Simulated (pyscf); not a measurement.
# Routes from H₃C–ZnH + H₂O

Candidate steps break at most two bonds and form at most two. Each was searched with GFN2-xTB (tblite) first. PySCF, gas phase, ωB97X-D3(BJ)/def2-SVP geometries. Energies: ωB97M-D3(BJ)/def2-TZVP, eV, from the separated reactants, singlet surface; ΔG‡ with ideal gas, 1 atm, RRHO with modes under 100 cm⁻¹ raised to 100, one conformer, R ln 2 for chiral ones without a mode under 150 cm⁻¹.

```csv
products,type,ΔE‡,ΔE,ΔG‡ 298 K,ΔG‡ 900 K,ν‡ (cm⁻¹)
H₃C–Zn–OH + H₂,four-centre exchange,0.77,-0.27,1.07,1.84,1218i
CH₄ + HO–ZnH,four-centre exchange,0.78,-0.72,1.08,1.86,1406i
```

Row 1: On the reactant side the descent ends in a complex (not fully relaxed), 0.34 eV under the separated species and 1.05 eV under the saddle at ωB97X-D3(BJ)/def2-TZVP. Row 2: On the reactant side the descent ends in a complex, 0.34 eV under the separated species and 1.08 eV under the saddle at ωB97X-D3(BJ)/def2-TZVP. 

Plain bond fissions and candidates not yet searched are not listed, and one of them may be faster. Each barrier is that of the saddle found; lower ones may exist. Elements up to Kr have no core potential and no relativistic terms here.
